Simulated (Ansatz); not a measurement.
Input file for Ansatz (a first-principles code): R-CCSD(T)/aug-cc-pVTZ on CH4 (SMILES C).

Ansatz 0.2 input:
```yaml
crystal:
  periodic: [false, false, false]
  atoms:
    - {symbol: H, position_ang: [0.00000000, 0.08295411, 1.59016711]}
    - {symbol: C, position_ang: [0.00000000, 0.02871509, 2.67711785]}
    - {symbol: H, position_ang: [0.88825459, 0.52261990, 3.06664029]}
    - {symbol: H, position_ang: [-0.88825459, 0.52261990, 3.06664029]}
    - {symbol: H, position_ang: [0.00000000, -1.01394800, 2.98955227]}
basis:
  gaussian:
    orbitals: aug-cc-pVTZ
magnetization: {spin_polarized: false}
correlation: {method: ccsd_t, electrons: outside_noble_gas}
scf: {lower_state_search: off}
```

Program output:

```
WARN ansatz: RAYON_NUM_THREADS=1 ignored (pool sized by the plan → 1); use --threads N
Functional definition: HF
these checks for a lower state are left out or cut short: stability, starts, cluster_reference, orbital_swaps, neighbouring_geometries, increment
integrals: 0.28 GiB planned
755 factors; integrals over basis functions are off by at most 1.1e-3 eV
mean field: 0.20 GiB planned
mean field evaluation 1: about -1092.8159 eV, gradient 2.5e1 eV
mean field evaluation 2: about -1092.8159 eV, gradient 2.5e1 eV
mean field evaluation 4: about -1094.2552 eV, gradient 1.5e0 eV
mean field evaluation 8: about -1094.2677 eV, gradient 2.2e-4 eV
mean field -1094.26767405 eV, -40.2135953001 hartree, gradient 3.4e-7 eV, S^2 0.000000; 0 other end points of the search recorded, 0 dependent functions left out
1 core orbitals not correlated
reference -1094.26767405 eV, -40.2135953001 hartree; 4, 4 occupied and 133, 133 virtual orbitals, 755 factors
second order -5.46540429 eV of doubles, -0.00000000 eV of singles
coupled cluster: 0.54 GiB planned
cycle   1  -5.84593612 eV  change   -3.8e-1 eV  update   4.3e-2
cycle   2  -5.99183703 eV  change   -1.5e-1 eV  update   1.2e-2
cycle   3  -6.00793675 eV  change   -1.6e-2 eV  update   3.6e-3
cycle   4  -6.00765748 eV  change    2.8e-4 eV  update   8.3e-4
cycle   5  -6.00767258 eV  change   -1.5e-5 eV  update   1.9e-4
cycle   6  -6.00769301 eV  change   -2.0e-5 eV  update   5.6e-5
cycle   7  -6.00769828 eV  change   -5.3e-6 eV  update   1.2e-5
cycle   8  -6.00770280 eV  change   -4.5e-6 eV  update   2.9e-6
perturbative correction -0.17823650 eV, -0.0065500707 hartree
Total energy: -1100.45361336 eV, -40.4409243765 hartree
Checks for a lower state left out: stability, starts, cluster_reference, orbital_swaps, neighbouring_geometries, increment
```

The run converged.

Cost: roughly 8 core-seconds.
